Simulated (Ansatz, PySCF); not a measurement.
Complex: H2O (SMILES O) (first 3 atoms) with H2O (SMILES O); geometry from S66by8 set.
(charge 0, multiplicity 1):
```xyz
6

O     -2.0273    -0.0397     0.0060
H     -2.3473     0.8632    -0.0154
H     -1.0676     0.0585     0.0013
O      1.9496     0.0348    -0.0057
H      2.3262    -0.4035     0.7604
H      2.3218    -0.4414    -0.7511
```

Interaction energies are E(AB) − E(A) − E(B) at the monomers' geometry in the complex; basis-set methods are counterpoise corrected. Rows marked so take none.

Rows in 3-21G, 6-31G* carry no dispersion term and start afresh at each structure (6-31G* with six Cartesian d functions).

Codes used: Ansatz (Gaussian orbitals); PySCF for 3-21G rows, 6-31G* rows. Values without a source in brackets are computed.

### Question
One of these levels gives -2.04 kcal/mol for the interaction energy. Name it.
A. HF/aug-cc-pVDZ
B. B3LYP/3-21G (no counterpoise)
C. M06-2X/6-31G* (no counterpoise)

### Answer
A, HF/aug-cc-pVDZ. The others give -3.43 (B3LYP/3-21G (no counterpoise)), -3.08 (M06-2X/6-31G* (no counterpoise))

Ansatz is an electronic-structure program.
